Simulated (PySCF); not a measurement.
Molecular orbitals of MgSi

PBE at R = 2.555 Å; Mg pcseg-2, Si pcseg-2; no relativity (PySCF 2.14). State: ³Σ⁻ (triplet), unpaired electrons π ↑↑. Only the outer orbitals are listed, counted within each symmetry.

```tsv
spin	orbital	occ.	ε (eV)	on Mg (%)	main shells (%)
α	2π	1	-47.55	100	100 Mg p
α	2π	1	-47.55	100	100 Mg p
α	6σ	1	-47.54	100	100 Mg p
α	7σ	1	-10.85	6	92 Si s
α	8σ	1	-5.71	54	53 Mg s, 39 Si p
α	3π	1	-4.26	12	88 Si p, 11 Mg p
α	3π	1	-4.26	12	88 Si p, 11 Mg p
α	9σ	0	-3.39	65	37 Mg s, 35 Si p, 27 Mg p
α	4π	0	-1.23	90	90 Mg p, 9 Si p
α	4π	0	-1.23	90	90 Mg p, 9 Si p
β	2π	1	-47.56	100	100 Mg p
β	2π	1	-47.56	100	100 Mg p
β	6σ	1	-47.55	100	100 Mg p
β	7σ	1	-9.44	13	86 Si s, 9 Mg s
β	8σ	1	-5.32	69	65 Mg s, 23 Si p, 8 Si s
β	9σ	0	-3.19	50	48 Si p, 36 Mg p, 14 Mg s
β	3π	0	-2.76	34	66 Si p, 34 Mg p
β	3π	0	-2.76	34	66 Si p, 34 Mg p
```

Task: Which are the highest filled and the lowest empty level, where do they sit, and how wide is the gap?

Result: Highest filled α 3π at -4.26 eV (in %: 88 Si p, 11 Mg p); lowest empty α 9σ at -3.39 eV (in %: 37 Mg s, 35 Si p, 27 Mg p); the gap at PBE is 0.87 eV.

```json
{"bond order (Mayer)": "1.37", "⟨S²⟩": "2.065", "charge on Mg (Mulliken, basis-dependent)": "0.34", "charge on Mg (Löwdin, basis-dependent)": "0.25", "dipole moment (positive dipole means Mg(−)Si(+))": "-3.57 D", "polarisability along the bond": "157.9 bohr³", "polarisability across the bond": "74.8 bohr³"}
```

The state is the lowest determinant that a PBE0 search found; another state may lie lower at other levels.
